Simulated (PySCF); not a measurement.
First hyperpolarisability: (2S,3S)-2,3-dimethylthiirane, C4H8S

Molfile (atoms numbered from 1):
```
C4H8S
     RDKit          3D

 13 13  0  0  0  0  0  0  0  0999 V2000
    1.5439    1.1297   -0.0328 C   0  0  0  0  0  0  0  0  0  0  0  0
    0.7487   -0.1407    0.0134 C   0  0  2  0  0  0  0  0  0  0  0  0
    0.3610   -0.9824   -1.5461 S   0  0  0  0  0  0  0  0  0  0  0  0
   -0.6898   -0.1509   -0.3233 C   0  0  1  0  0  0  0  0  0  0  0  0
   -1.6621   -0.9730    0.4686 C   0  0  0  0  0  0  0  0  0  0  0  0
    1.4193    1.6883    0.9005 H   0  0  0  0  0  0  0  0  0  0  0  0
    1.2156    1.7578   -0.8627 H   0  0  0  0  0  0  0  0  0  0  0  0
    2.6080    0.9242   -0.1631 H   0  0  0  0  0  0  0  0  0  0  0  0
    1.0381   -0.8375    0.7969 H   0  0  0  0  0  0  0  0  0  0  0  0
   -1.0785    0.7964   -0.6904 H   0  0  0  0  0  0  0  0  0  0  0  0
   -1.2113   -1.9223    0.7628 H   0  0  0  0  0  0  0  0  0  0  0  0
   -2.5604   -1.1895   -0.1126 H   0  0  0  0  0  0  0  0  0  0  0  0
   -1.9656   -0.4339    1.3719 H   0  0  0  0  0  0  0  0  0  0  0  0
  1  2  1  0
  2  3  1  0
  3  4  1  0
  4  5  1  0
  4  2  1  0
  1  6  1  0
  1  7  1  0
  1  8  1  0
  2  9  1  1
  4 10  1  6
  5 11  1  0
  5 12  1  0
  5 13  1  0
M  END
```

Computed, not measured: PySCF 2.14.0, quadratic response CAM-B3LYP/def2-TZVPD first hyperpolarisability, Taylor convention, gas phase. Geometry: PBE0-D3(BJ)/def2-TZVP.

Q: What is the first hyperpolarisability, and how does it disperse?

A: In 10⁻³⁰ esu, Taylor convention; the vector part is βᵢ = ⅓ Σⱼ (βᵢⱼⱼ + βⱼᵢⱼ + βⱼⱼᵢ); β∥ is 3/5 of the vector part along the dipole, the dipole points from − to +:
| process | λ (nm) | β vector norm | β∥ | β HRS | depolarisation ratio |
| --- | --- | --- | --- | --- | --- |
| static β(0;0,0) | ∞ | 1.51 | 0.91 | 0.58 | 6.60 |
| second harmonic β(−2ω;ω,ω) | 1907 | 1.59 | 0.95 | 0.62 | 6.49 |
| Pockels β(−ω;ω,0) | 1907 | 1.54 | 0.92 | – | – |
| second harmonic β(−2ω;ω,ω) | 1064 | 1.79 | 1.08 | 0.70 | 6.24 |
| Pockels β(−ω;ω,0) | 1064 | 1.60 | 0.96 | – | – |

Q: Which lowest excitations, dipole and polarisabilities go with it?

A: S1 4.77 eV (f = 0.000); S2 6.07 eV (f = 0.034); S3 6.27 eV (f = 0.017); dipole 2.18 D; isotropic α 69.3 au static, 69.5 au at 1907 nm, 69.9 au at 1064 nm, 70.1 au at 953.5 nm, 71.9 au at 532 nm.
